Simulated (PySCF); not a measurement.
An element was calculated at UHF (PySCF 2.14, non-relativistic, a double-zeta basis, no spin-orbit coupling), in the ground configurations that NIST lists.

```
first ionisation energy    : 19.845 eV
second ionisation energy   : 39.302 eV
third ionisation energy    : 61.655 eV
polarisability of the atom : 1.83 bohr³
```

Question: Which element is it?

Answer: Neon (Ne, Z = 10), in aug-cc-pwCVDZ. NIST lists 21.565, 40.963, 63.423 eV for these ionisation energies.
